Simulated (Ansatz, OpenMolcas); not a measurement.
# How methods differ on C2F3 (SMILES F[C]=C(F)F)

C2F3 has 5 atoms, charge 0, and is taken as a doublet. As SMILES, `F[C]=C(F)F`. The shape is that of a PBE0-D4/def2-TZVP optimisation.

Quantity: the vertical ionisation energy (to the singlet cation), in eV. The values are calculated.

```csv
level,kind,program,value (eV),less CCSD(T)/aug-cc-pVDZ
UHF/aug-cc-pVDZ,Hartree–Fock,OpenMolcas,12.08,+0.48
USVWN5/aug-cc-pVDZ,LDA,OpenMolcas,11.48,-0.12
UPBE/aug-cc-pVDZ,GGA,OpenMolcas,11.38,-0.22
UTPSS/aug-cc-pVDZ,meta-GGA,OpenMolcas,11.46,-0.14
UM06-2X/aug-cc-pVDZ,hybrid meta-GGA,OpenMolcas,11.92,+0.32
UCAM-B3LYP/aug-cc-pVDZ,range-separated hybrid,Ansatz,11.93,+0.33
UHSE06/aug-cc-pVDZ,range-separated hybrid,Ansatz,11.83,+0.23
RPA@PBE0/aug-cc-pVDZ,RPA,Ansatz,11.69,+0.09
UCCSD(T)/aug-cc-pVDZ,coupled cluster or CI,Ansatz,11.60,0.00
```

UCCSD(T)/aug-cc-pVDZ is the highest level here, not the true value. The values span 11.38 to 12.08 eV. Spin contamination of the reference (⟨S²⟩ at least 0.1 too high) touches UHF/aug-cc-pVDZ, UCCSD(T)/aug-cc-pVDZ.
